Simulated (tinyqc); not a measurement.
Inside a calculation. Method: extended Hueckel theory, for BH3. One step of it, computed by the program tinyqc.

Question. Mulliken analysis. P = C n C^T; charge = valence electrons (H 1, B 3) minus the sum of (P S)_ii on the atom; overlap population = 2 sum P_ij S_ij between two atoms.

coefficients:
```
              MO1        MO2        MO3        MO4        MO5        MO6        MO7
1B 2s    0.523023   0.000000   0.000019   0.009074   0.001972   0.000000   1.461689
1B 2px  -0.000007   0.000000   0.434987  -0.000001   1.280075   0.000000  -0.002311
1B 2py   0.000000   0.435011   0.000000   0.000000   0.000000   1.280625   0.000000
1B 2pz  -0.000315   0.000000   0.000001   0.999946  -0.000021   0.000000  -0.016583
2H 1s    0.288581   0.000000   0.558842  -0.002088  -1.011840   0.000000  -0.773666
3H 1s    0.288743   0.483795  -0.279240  -0.002087   0.504188  -0.875803  -0.776786
4H 1s    0.288743  -0.483795  -0.279240  -0.002087   0.504188   0.875803  -0.776786
```

occupations: 2.000000  2.000000  2.000000  0.000000  0.000000  0.000000  0.000000

overlap S, lower triangle:
```
           1B 2s     1B 2px     1B 2py     1B 2pz     2H 1s     3H 1s     4H 1s
1B 2s   1.000000
1B 2px  0.000000   1.000000
1B 2py  0.000000   0.000000   1.000000
1B 2pz  0.000000   0.000000   0.000000   1.000000
2H 1s   0.478015   0.525212   0.000000  -0.005196  1.000000
3H 1s   0.478324  -0.262637   0.455064  -0.005201  0.086332  1.000000
4H 1s   0.478324  -0.262637  -0.455064  -0.005201  0.086332  0.086377  1.000000
```

Give: charges; Overlap populations.

Answer.

charges: 1B 0.4967, 2H -0.1657, 3H -0.1655, 4H -0.1655

Overlap populations:

| pair | value |
|---|---|
| 2-1 | 0.799306 |
| 3-1 | 0.799628 |
| 3-2 | -0.025114 |
| 4-1 | 0.799628 |
| 4-2 | -0.025114 |
| 4-3 | -0.025122 |
